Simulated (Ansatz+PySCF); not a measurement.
Values are calculated unless marked as measured or tabulated.
A run of PySCF 2.14.0 on doublet CH2Cl at this shape:

```xyz
4

C     0.0000    0.0000   -0.1682
Cl    0.0000    0.0000    1.4971
H     0.0000   -0.9563   -0.6645
H     0.0000    0.9563   -0.6645
```

Its results:

```yaml
Converged: yes
Reference_energy: -498.51571 hartree
Correlation_energy: -0.33771 hartree
Total_energy: -498.85342 hartree
Spin_squared_of_the_determinant: 0.767
```

Task: Which input gives this output? Name the method, the orbitals and the basis set, and write the input.

Result: UHF-MP2 in cc-pVTZ on H, C; cc-pV(T+d)Z on Cl.

```python
from pyscf import gto, scf, mp

# the (T+d) and (D+d) sets load through basis_set_exchange
mol = gto.M(atom="""
C 0.000000 0.000000 -0.168160
Cl 0.000000 0.000000 1.497110
H 0.000000 -0.956300 -0.664470
H 0.000000 0.956300 -0.664470
""", basis={'C': 'cc-pvtz', 'Cl': 'cc-pv(t+d)z', 'H': 'cc-pvtz'}, charge=0, spin=1)
mf = scf.UHF(mol)
mf.kernel()
pt = mp.MP2(mf, frozen=6).run()
print(mf.e_tot, pt.e_corr, pt.e_tot)
```
